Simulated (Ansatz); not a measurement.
# Energy profile

The step: SiH₂ + NH₃ → SiNH₅ ([NH2][SiH3]); bonds formed: Si1–H2; dative contacts that become bonds: Si1–N3; bonds broken: H2–N3 (atoms numbered as in the saddle structure below).

Si1  (-0.039, -0.173, 1.010)
H2  (0.131, -1.253, -0.187)
N3  (0.139, -0.073, -0.866)
H4  (-1.483, 0.194, 1.133)
H5  (0.699, 0.977, 1.636)
H6  (1.079, -0.041, -1.234)
H7  (-0.525, 0.369, -1.492)
(Å)

Electronic energies by CCSD(T) at an estimated basis limit (MP2 extrapolated from triple and quadruple zeta, plus CCSD(T) − MP2 in triple zeta), on PBE0-D4/def2-TZVP structures; SiNH5, singlet; no counterpoise correction. Ansatz 0.2.0; basis: def2-TZVPP and def2-QZVPP; cores frozen in the correlated methods. Extrapolation: Hartree–Fock as exp(−7.88 √X), correlation as X^−2.97.

Problem. Give the profile in kJ/mol, counted from the separated reactants. (To be estimated.)

Solution. Computed:
```json
{"point": "separated: SiH2 (Si1, H4, H5; singlet) + NH3 (H2, N3, H6, H7; singlet)", "kJ/mol": "0.0"}
{"point": "start structure", "kJ/mol": "-121.2"}
{"point": "saddle", "kJ/mol": "38.7"}
{"point": "end structure", "kJ/mol": "-276.5"}
```

No T1 diagnostic of these runs exceeds 0.015. The restricted Hartree–Fock reference is unstable towards an unrestricted one at one or more of these structures.

Losses and insertions of silylenes and their heavier kin drive the gas-phase chemistry of silicon and germanium vapour deposition.

Labels in which every atom is bracketed show which atoms are joined, not bond orders.

For scale, one of the runs: CCSD(T)/def2-TZVPP, 143 basis functions, launched by `ansatz run in.yaml --threads 2 --pin off --events-out ev --progress --plain --max-ram 4352MiB`. Time: 7 s of wall clock on 2 CPU threads of an Arm Neoverse V2; the host was shared. Peak host memory: 0.79 GiB.
